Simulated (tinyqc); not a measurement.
Worked calculation (part 2 of 2): RKS/BLYP in the sto-6g basis, for H2F+, spin multiplicity 1. Computed by tinyqc, a small Python program that keeps every step (integrals from PySCF). Command: `OMP_NUM_THREADS=1 python tinyqc.py 25119 25120 out.jsonl` (the two numbers bound the seeds that draw the settings). One thread of a shared host (Intel(R) Xeon(R) Processor @ 2.60GHz), about 0.9 s of CPU time with the checks.

Geometry (angstrom):
```
atom         x          y         z
F     0.000000   0.000000  0.000000
H     0.000000   1.058000  0.718000
H     0.000000  -1.021000  0.694000
```

## Iteration 2: DIIS over 2 matrices

error matrix X^T (FDS - SDF) X:
```
[[0.000000, 0.011674, -0.462266, 0.000000, -0.587847, 0.190427, -0.238787],
 [-0.011674, 0.000000, -0.059152, 0.000000, -0.074019, -1.345258, 0.046018],
 [0.462266, 0.059152, 0.000000, 0.000000, -0.462861, -0.017946, -0.368866],
 [0.000000, 0.000000, 0.000000, 0.000000, 0.000000, 0.000000, 0.000000],
 [0.587847, 0.074019, 0.462861, 0.000000, 0.000000, -0.006218, -0.241215],
 [-0.190427, 1.345258, 0.017946, 0.000000, 0.006218, 0.000000, 0.022643],
 [0.238787, -0.046018, 0.368866, 0.000000, 0.241215, -0.022643, 0.000000]]
```

B (overlaps of the stored error matrices):
```
[[1.2405784e+00, -2.0412650e+00],
 [-2.0412650e+00, 5.7656958e+00]]
```

Minimise |sum c_i e_i|^2 with sum c_i = 1: solve [B -1; -1 0][c; lambda] = [0; -1] with B_ij = tr e_i^T e_j, and take F = sum c_i F_i.

DIIS coefficients: [0.704040, 0.295960]

extrapolated F (hartree), order 1F 1s, 1F 2s, 1F 2px, 1F 2py, 1F 2pz, 2H 1s, 3H 1s:
```
[[-24.686851, -6.033722, 0.000000, 0.000477, -0.003504, -0.569160, -0.630504],
 [-6.033722, -2.738158, 0.000000, 0.005578, -0.061086, -0.537340, -0.585501],
 [0.000000, 0.000000, -0.533920, 0.000000, 0.000000, 0.000000, 0.000000],
 [0.000477, 0.005578, 0.000000, -0.598611, 0.002162, -0.240307, 0.259180],
 [-0.003504, -0.061086, 0.000000, 0.002162, -0.573424, -0.175250, -0.188049],
 [-0.569160, -0.537340, 0.000000, -0.240307, -0.175250, -0.587123, -0.143739],
 [-0.630504, -0.585501, 0.000000, 0.259180, -0.188049, -0.143739, -0.612907]]
```

## Iteration 2: diagonalisation and new density

X, order 1F 1s, 1F 2s, 1F 2px, 1F 2py, 1F 2pz, 2H 1s, 3H 1s:
```
[[-0.454922, -0.072958, 0.654614, 0.000000, -0.593548, 0.020482, 0.258791],
 [0.912235, 0.105702, -0.208476, 0.000000, -0.269474, 0.020260, 0.503106],
 [0.000000, 0.000000, 0.000000, 1.000000, 0.000000, 0.000000, 0.000000],
 [-0.099739, 0.764227, 0.008257, 0.000000, 0.004731, 0.700499, -0.020571],
 [0.320289, 0.028500, 0.705838, 0.000000, 0.630247, 0.001589, 0.189348],
 [-0.424068, -0.715872, -0.266244, 0.000000, 0.227859, 0.421054, 0.371620],
 [-0.610373, 0.599796, -0.245462, 0.000000, 0.211273, -0.391153, 0.403567]]
```

Diagonalise F' = X^T F X, C = X C', fill 5 alpha and 5 beta electrons from the bottom; D = 2 C_occ C_occ^T. Each column has its largest component positive (the first on a tie).

F' = X^T F X (hartree):
```
[[-2.258259, -0.363549, 3.909513, 0.000000, -3.981347, 0.143838, 2.111131],
 [-0.363549, -0.312298, 0.721961, 0.000000, -0.753054, 0.026768, 0.416679],
 [3.909513, 0.721961, -9.006762, 0.000000, 9.226346, -0.356729, -5.578519],
 [0.000000, 0.000000, 0.000000, -0.533920, 0.000000, 0.000000, 0.000000],
 [-3.981347, -0.753054, 9.226346, 0.000000, -10.757906, 0.395129, 6.272842],
 [0.143838, 0.026768, -0.356729, 0.000000, 0.395129, -0.743963, -0.241292],
 [2.111131, 0.416679, -5.578519, 0.000000, 6.272842, -0.241292, -4.908429]]
```

orbital energies (hartree): [-24.690996, -1.353857, -0.729324, -0.634914, -0.533920, -0.332634, -0.245893]

coefficients C, order 1F 1s, 1F 2s, 1F 2px, 1F 2py, 1F 2pz, 2H 1s, 3H 1s:
```
[[0.996642, -0.241621, -0.007899, 0.064068, 0.000000, 0.067739, 0.007436],
 [0.014497, 0.968313, 0.040682, -0.329535, 0.000000, -0.403206, -0.047827],
 [0.000000, 0.000000, 0.000000, 0.000000, 1.000000, 0.000000, 0.000000],
 [-0.000086, -0.007430, 0.701143, 0.042682, 0.000000, -0.049830, 0.767621],
 [0.000717, 0.076863, -0.035277, 0.786345, 0.000000, -0.637082, -0.057503],
 [-0.002076, 0.081731, 0.383288, 0.359291, 0.000000, 0.690381, -0.609253],
 [-0.002283, 0.093082, -0.425753, 0.319474, 0.000000, 0.588367, 0.717559]]
```

D after iteration 2, order 1F 1s, 1F 2s, 1F 2px, 1F 2py, 1F 2pz, 2H 1s, 3H 1s:
```
[[2.111687, -0.481901, 0.000000, -0.002189, 0.065601, -0.003651, -0.001870],
 [-0.481901, 2.096176, 0.000000, 0.014527, -0.372251, -0.047389, -0.064999],
 [0.000000, 0.000000, 2.000000, 0.000000, 0.000000, 0.000000, 0.000000],
 [-0.002189, 0.014527, 0.000000, 0.986957, 0.016515, 0.566936, -0.571138],
 [0.065601, -0.372251, 0.000000, 0.016515, 1.250983, 0.550573, 0.546778],
 [-0.003651, -0.047389, 0.000000, 0.566936, 0.550573, 0.565369, -0.081578],
 [-0.001870, -0.064999, 0.000000, -0.571138, 0.546778, -0.081578, 0.583997]]
```

## Iteration 10 (converged): orbitals

converged F (hartree), order 1F 1s, 1F 2s, 1F 2px, 1F 2py, 1F 2pz, 2H 1s, 3H 1s:
```
[[-24.921660, -6.081213, 0.000000, 0.000561, -0.013943, -0.573797, -0.635644],
 [-6.081213, -2.834189, 0.000000, 0.004765, -0.092482, -0.551793, -0.600491],
 [0.000000, 0.000000, -0.625657, 0.000000, 0.000000, 0.000000, 0.000000],
 [0.000561, 0.004765, 0.000000, -0.700451, 0.001852, -0.248341, 0.266564],
 [-0.013943, -0.092482, 0.000000, 0.001852, -0.667950, -0.183855, -0.196873],
 [-0.573797, -0.551793, 0.000000, -0.248341, -0.183855, -0.634633, -0.146835],
 [-0.635644, -0.600491, 0.000000, 0.266564, -0.196873, -0.146835, -0.648027]]
```

As before.

F' = X^T F X (hartree):
```
[[-2.367183, -0.371500, 3.928788, 0.000000, -4.028395, 0.150324, 2.095289],
 [-0.371500, -0.392205, 0.724554, 0.000000, -0.759131, -0.004503, 0.420104],
 [3.928788, 0.724554, -9.145563, 0.000000, 9.284389, -0.358888, -5.637845],
 [0.000000, 0.000000, 0.000000, -0.625657, 0.000000, 0.000000, 0.000000],
 [-4.028395, -0.759131, 9.284389, 0.000000, -10.885001, 0.396239, 6.308271],
 [0.150324, -0.004503, -0.358888, 0.000000, 0.396239, -0.815706, -0.245608],
 [2.095289, 0.420104, -5.637845, 0.000000, 6.308271, -0.245608, -5.000474]]
```

orbital energies (hartree): [-24.925603, -1.447204, -0.802881, -0.702980, -0.625657, -0.406347, -0.321117]

coefficients C, order 1F 1s, 1F 2s, 1F 2px, 1F 2py, 1F 2pz, 2H 1s, 3H 1s:
```
[[0.996740, -0.242479, -0.004999, 0.062829, 0.000000, 0.064147, 0.010662],
 [0.014095, 0.976558, 0.025800, -0.315766, 0.000000, -0.392452, -0.068501],
 [0.000000, 0.000000, 0.000000, 0.000000, 1.000000, 0.000000, 0.000000],
 [-0.000089, -0.006245, 0.751925, 0.022342, 0.000000, -0.085141, 0.715560],
 [0.001160, 0.112720, -0.019961, 0.834045, 0.000000, -0.565667, -0.077171],
 [-0.002065, 0.066507, 0.351623, 0.296983, 0.000000, 0.748792, -0.594597],
 [-0.002271, 0.073843, -0.367416, 0.274101, 0.000000, 0.578151, 0.776675]]
```

D after iteration 10, order 1F 1s, 1F 2s, 1F 2px, 1F 2py, 1F 2pz, 2H 1s, 3H 1s:
```
[[2.112518, -0.485428, 0.000000, -0.001859, 0.052652, -0.002566, -0.002222],
 [-0.485428, 2.108477, 0.000000, 0.012489, -0.307569, -0.039574, -0.047903],
 [0.000000, 0.000000, 2.000000, 0.000000, 0.000000, 0.000000, 0.000000],
 [-0.001859, 0.012489, 0.000000, 1.131857, 0.005843, 0.541228, -0.541212],
 [0.052652, -0.307569, 0.000000, 0.005843, 1.417473, 0.496345, 0.488534],
 [-0.002566, -0.039574, 0.000000, 0.541228, 0.496345, 0.432529, -0.085746],
 [-0.002222, -0.047903, 0.000000, -0.541212, 0.488534, -0.085746, 0.431167]]
```

## Convergence

Stop when the energy changes by less than 1e-10 hartree and every element of the error matrix X^T (F D S - S D F) X is below 3e-06.

Course of the cycle:
```
iteration    E (hartree)     change  largest element of the error matrix
1           -99.15371128          -                             5.20e-01
2           -97.88162196   1.27e+00                             1.35e+00
3          -100.04888765  -2.17e+00                             2.19e-01
4           -99.99825311   5.06e-02                             3.57e-01
5          -100.02573943  -2.75e-02                             2.94e-01
6          -100.08040353  -5.47e-02                             5.55e-02
7          -100.08308198  -2.68e-03                             5.82e-04
8          -100.08308287  -8.93e-07                             1.16e-04
9          -100.08308288  -9.37e-09                             2.49e-06
10         -100.08308288  -4.01e-12                             7.21e-08
```

PySCF RKS in the same basis, fine grid = -100.08386202 hartree

Converged in 10 iterations. The coarse grid moves the energy by +7.79e-04 hartree.

## Populations, bond orders and dipole

overlap S, order 1F 1s, 1F 2s, 1F 2px, 1F 2py, 1F 2pz, 2H 1s, 3H 1s:
```
[[1.000000, 0.232479, 0.000000, 0.000000, 0.000000, 0.021921, 0.024285],
 [0.232479, 1.000000, 0.000000, 0.000000, 0.000000, 0.250269, 0.270343],
 [0.000000, 0.000000, 1.000000, 0.000000, 0.000000, 0.000000, 0.000000],
 [0.000000, 0.000000, 0.000000, 1.000000, 0.000000, 0.181100, -0.193336],
 [0.000000, 0.000000, 0.000000, 0.000000, 1.000000, 0.122902, 0.131416],
 [0.021921, 0.250269, 0.000000, 0.181100, 0.122902, 1.000000, 0.105548],
 [0.024285, 0.270343, 0.000000, -0.193336, 0.131416, 0.105548, 1.000000]]
```

Mulliken: Z minus the diagonal of D S on the atom; Loewdin: the same with S^(1/2) D S^(1/2); Mayer order: 2 sum_s sum (D(s) S)_ij (D(s) S)_ji over the two atoms.

Charges (e):
```
atom  Mulliken   Loewdin
1F    0.150487  0.216008
2H    0.427463  0.396950
3H    0.422050  0.387042
```

Mayer bond orders:
```
pair     order
2-1   0.809129
3-1   0.813728
3-2   0.008146
```

dipole moment about the origin, x y z (debye): [0.000000, 0.104264, 3.222637]
